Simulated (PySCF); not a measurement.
# [PO2]+: singlet, from a LDA minimum start

The task is one start of a wider search on [PO2]+: the singlet, from a LDA minimum start. It is relaxed, tested by its Hessian and followed downhill if it is a saddle.

The runs use PySCF 2.14.0; LDA, basis P def2-TZVP, O def2-TZVP, no relativity, density fitting.

### 1 Starting geometry

3 atoms, charge 1, spin multiplicity 1.

Bond lengths: P1–O2 1.501 Å, O2–O3 1.224 Å. Angles: P1–O2–O3 180.0°.

Coordinates in bohr (charge 1 multiplicity 1):
```
P     2.0285    0.0000    0.0000
O    -0.8076    0.0000    0.0000
O    -3.1205    0.0000    0.0000
```

### 2 Finding the electronic state

The steps below are one call of a driver around PySCF. For each, scf.py gives the equivalent set-up of the SCF; relaxations use the driver's own optimiser. The state is first sought with PBE. After this first run the driver tries any further starts and a stability analysis.

Contents of scf.py:

```python
from pyscf import gto, scf, dft
mol = gto.M(atom='''
P      1.073430     0.000000     0.000000
O     -0.427370    -0.000000     0.000000
O     -1.651300    -0.000000     0.000000''',
    basis={'P': 'def2-TZVP', 'O': 'def2-TZVP'},
    charge=1, spin=0)
mf = dft.RKS(mol, xc='PBE')
mf.grids.atom_grid = (50, 194)
aux = {'P': 'def2-universal-JKFIT', 'O': 'def2-universal-JKFIT'}
mf = mf.density_fit(auxbasis=aux)
mf.conv_tol = 1e-08
mf.diis_space = 10
mf.max_cycle = 60
mf.init_guess = 'minao'
mf.verbose = 4
mf.kernel()
```

Launch:

```
$ OMP_NUM_THREADS=2 python axn.py task.json out
```

The program printed (excerpt; [...] marks lines left out):

```text
[... the frontier levels of the middle cycles are left out ...]
init E= -491.9941801643
  HOMO = -0.306767434977038  LUMO = -0.154811914705639  gap/eV = 4.13492
cycle= 1 E= -490.82136175551  delta_E= 1.17  |g|= 0.929  |ddm|= 1.79
  HOMO = -0.505778511703582  LUMO = -0.399399571648907  gap/eV = 2.89472
cycle= 2 E= -484.385104758881  delta_E= 6.44  |g|= 4.53  |ddm|=    3
  HOMO = -0.52957179069757  LUMO = -0.383882376856277  gap/eV = 3.96441
cycle= 3 E= -489.184920804379  delta_E= -4.8  |g|= 2.48  |ddm|= 1.69
cycle= 4 E= -490.827623784576  delta_E= -1.64  |g|= 1.06  |ddm|= 0.986
cycle= 5 E= -490.81615928542  delta_E= 0.0115  |g|= 1.07  |ddm|= 0.116
cycle= 6 E= -490.78965533803  delta_E= 0.0265  |g|= 1.12  |ddm|= 0.0303
cycle= 7 E= -490.849524396346  delta_E= -0.0599  |g|= 0.99  |ddm|= 0.0729
cycle= 8 E= -491.088226513654  delta_E= -0.239  |g|= 0.0355  |ddm|= 0.523
cycle= 9 E= -491.088356030944  delta_E= -0.00013  |g|= 0.0315  |ddm|= 0.0473
cycle= 10 E= -491.088600689696  delta_E= -0.000245  |g|= 0.00486  |ddm|= 0.0156
cycle= 11 E= -491.08860596097  delta_E= -5.27e-06  |g|= 0.00184  |ddm|= 0.0041
cycle= 12 E= -491.088606836987  delta_E= -8.76e-07  |g|= 4.1e-05  |ddm|= 0.00108
cycle= 13 E= -491.088606837314  delta_E= -3.27e-10  |g|= 2.23e-05  |ddm|= 4.31e-05
  HOMO = -0.531741535816885  LUMO = -0.426949431911117  gap/eV = 2.85154
Extra cycle  E= -491.088606825721  delta_E= 1.16e-08  |g|= 0.000219  |ddm|= 0.000136
converged SCF energy = -491.088606825721
```

This step, with its further starts and checks, needed 3.9 s of wall time on 2 threads of Arm Neoverse V1, shared host.

No lower closed-shell solution turned up in the test of internal stability.

### 3 LDA minimum start, singlet: relaxation

The program finds C∞v symmetry in the start, which this walk keeps.

scf.py, as its differences from that of step 2:

```diff
@@ -4,2 +4,2 @@
-O     -0.427370    -0.000000     0.000000
-O     -1.651300    -0.000000     0.000000''',
+O     -0.427370     0.000000     0.000000
+O     -1.651300     0.000000     0.000000''',
@@ -8 +8 @@
-mf = dft.RKS(mol, xc='PBE')
+mf = dft.RKS(mol, xc='LDA,VWN')
@@ -15 +14,0 @@
-mf.init_guess = 'minao'
```

Energy and gradient, step by step:

| step | energy (Eh) | change (kJ/mol) | largest symmetric gradient (Eh/bohr) |
| --- | --- | --- | --- |
| 0 | -489.088538 | 0.00 | 0.00006 |

The walk took 1 s.

It settles in C∞v symmetry, 0.0 kJ/mol below the start, after 0 steps: O–O 1.224 Å, P–O 1.501 Å; O–O–P 180.0°.

### 4 Is it a minimum? Harmonic modes

The point is checked on the finer grid, and tightened if its gradient asks for it. The Hessian and the dipole derivatives come from central differences of analytic gradients, with steps of 0.02 bohr.

scf.py, as its differences from that of step 3:

```diff
@@ -9 +9 @@
-mf.grids.atom_grid = (50, 194)
+mf.grids.atom_grid = (75, 302)
@@ -12 +12 @@
-mf.conv_tol = 1e-08
+mf.conv_tol = 1e-10
```

This SCF starts from the last density.

SCF at the final geometry:

```text
init E= -489.088537289861
  HOMO = -0.538027185740546  LUMO = -0.432723295470512  gap/eV = 2.86546
cycle= 1 E= -489.088537284102  delta_E= 5.76e-09  |g|= 0.000156  |ddm|= 9.53e-05
  HOMO = -0.538061624004708  LUMO = -0.432725110188101  gap/eV = 2.86635
cycle= 2 E= -489.088536720866  delta_E= 5.63e-07  |g|= 0.00154  |ddm|= 0.000942
  HOMO = -0.538030306112655  LUMO = -0.432723618187581  gap/eV = 2.86554
cycle= 3 E= -489.088537289911  delta_E= -5.69e-07  |g|= 8.06e-06  |ddm|= 0.000854
  HOMO = -0.538030323687736  LUMO = -0.432723496124242  gap/eV = 2.86554
cycle= 4 E= -489.08853728992  delta_E= -9.09e-12  |g|= 3.11e-08  |ddm|= 3.08e-06
  HOMO = -0.538030321961623  LUMO = -0.432723499634873  gap/eV = 2.86554
Extra cycle  E= -489.088537289923  delta_E= -2.5e-12  |g|= 2.14e-07  |ddm|= 1.48e-07
converged SCF energy = -489.088537289923
```

The whole step took 13 s.

Geometry: C∞v; O–O 1.224 Å, P–O 1.501 Å; O–O–P 180.0°.

Modes, for the most abundant isotopes:

```csv
symmetry,ω (cm⁻¹),IR (km/mol)
π,406,14.8
σ+,842,13.9
σ+,1546,109
```

Every mode is real; the point is a minimum.

Constants and moments:

- Dipole moment about the centre of mass: 3.65 D
- Highest occupied level: -14.64 eV
- Lowest empty level: -11.78 eV
- Rotational constants: 0.205 cm⁻¹
- Zero-point energy: 19.1 kJ/mol
- Principal polarisabilities: 16.4, 16.4, 52.9 bohr³
- Principal traceless quadrupole moments about the centre of mass: -3.41, -3.41, 6.81 D Å
- Entropy at 298.15 K and 1 bar: 235.0 J/(mol K)
- Heat capacity Cp at 298.15 K: 44.0 J/(mol K)
- Enthalpy at 298.15 K above 0 K: 10.46 kJ/mol
- Rotational symmetry number: 1

Charges (e) and bond orders:

```tsv
atom	Mulliken	Löwdin	polar tensor	Mayer order to P1
P1	0.78	0.75	0.80	–
O2	0.18	0.16	0.34	1.78
O3	0.04	0.08	-0.14	0.98
```

Mulliken populations on P1: s 5.90, p 8.11, d 0.18, f 0.03.

### 5 Would spin polarisation lower it?

At the lowest minimum the closed shell is tested against spin polarisation, on the (50, 194) grid. It is stable.

### 6 Results

| quantity | value |
| --- | --- |
| minimum | singlet, C∞v |
| geometry | O–O 1.224 Å, P–O 1.501 Å; O–O–P 180.0° |
| wavenumbers (cm⁻¹) | 406 (π), 842 (σ+), 1546 (σ+) |
| dipole moment (centre of mass) | 3.65 D |
| highest occupied, lowest empty level | -14.64, -11.78 eV |
| polar-tensor charge of P1 | +0.80 e |
| zero-point energy | 19.1 kJ/mol |
| entropy at 298.15 K | 235.0 J/(mol K) |

In words: The LDA minimum start keeps its C∞v symmetry and ends in a minimum. In the infrared the band at 1546 cm⁻¹ (σ+) leads. Other starts or spin states, not run here, may lie lower.

The search up to here needed 19 s of wall time on 2 threads of Arm Neoverse V1, shared host.
